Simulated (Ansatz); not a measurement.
Worked example: N–CH$_{2}$⁺, triplet against N–CH$_{2}$, doublet

Geometry (PBE0/def2-TZVP stationary point of a doublet), kept for both states (N–CH2, doublet: B2; N–CH2⁺, triplet: A2):

| atom | x (Å) | y (Å) | z (Å) |
| --- | --- | --- | --- |
| N | 0.0000 | 0.0000 | 0.6600 |
| C | 0.0000 | 0.0000 | -0.5768 |
| H | 0.0000 | -0.9374 | -1.1497 |
| H | 0.0000 | 0.9373 | -1.1497 |

Basis cc-pVDZ; Ansatz 0.2.0. Correlated methods freeze the noble-gas cores. R marks a restricted (for open shells ROHF) determinant, U an unrestricted one.

Full CI isn't at hand for all of this; UCCSDT(Q) serves as the reference, and is uncertain by the last step of the cluster series or more.

Unrestricted rows (U, and Kohn–Sham where it breaks symmetry) aren't spin-pure: their determinants' ⟨S²⟩ exceeds S(S+1) by up to 0.18, so they mix in states of higher spin.

```tsv
level	E(N–CH2, doublet) (hartree)	E(N–CH2⁺, triplet) (hartree)
UHF	-93.440309	-93.034344
UMP2	-93.687003	-93.231404
UCCSD(T)	-93.732671	-93.271756
B3LYP	-93.986897	-93.519641
UCCSDT(Q)	-93.734584	-93.273013
```

Problem. Give the vertical gap, N–CH2⁺ triplet less N–CH2 doublet, at each level in eV (1 hartree = 27.2114 eV), and each error against UCCSDT(Q).

Solution. UCCSDT(Q): (-93.273013 − (-93.734584)) × 27.2114 = 12.560 eV (the reference)
B3LYP: (-93.519641 − (-93.986897)) × 27.2114 = 12.715 eV, error 0.155 eV
UCCSD(T): (-93.271756 − (-93.732671)) × 27.2114 = 12.542 eV, error -0.018 eV
UMP2: (-93.231404 − (-93.687003)) × 27.2114 = 12.397 eV, error -0.163 eV
UHF: (-93.034344 − (-93.440309)) × 27.2114 = 11.047 eV, error -1.513 eV

Total energies of functionals can't be set beside those of wave-function methods, since they hold the core's correlation and their own absolute errors; only the differences compare.

In so small a basis the reference is far from its limit while semilocal and hybrid functionals are nearer theirs, so the functionals' errors here hold much of the reference's basis and frozen-core error, which can add to them or hide them.

Each level lands on the state that its own search finds. T1 diagnostics of restricted CCSD: 0.025 and 0.024.
